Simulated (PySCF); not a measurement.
CH₂, SMILES [CH2], multiplicity 3.

Geometry: r2SCAN-D4/def2-TZVPD. The isomer is the one that the SMILES or the coordinates give; other isomers of the formula were not compared.

Computed with SMD-ωB97X/6-31G* run with PySCF.

Solvation free energies are E(SMD) − E(gas) at the gas-phase geometry, for 1 M in both phases. In vacuum the dipole moment is 0.69 D.

| solvent | ΔG(solv) (kcal/mol) | its non-electrostatic (CDS) part | dipole (D) |
|---|---|---|---|
| water | 3.3 | 5.0 | 0.83 |
| methanol | 2.4 | 4.0 | 0.83 |
| acetonitrile | 1.8 | 3.4 | 0.83 |
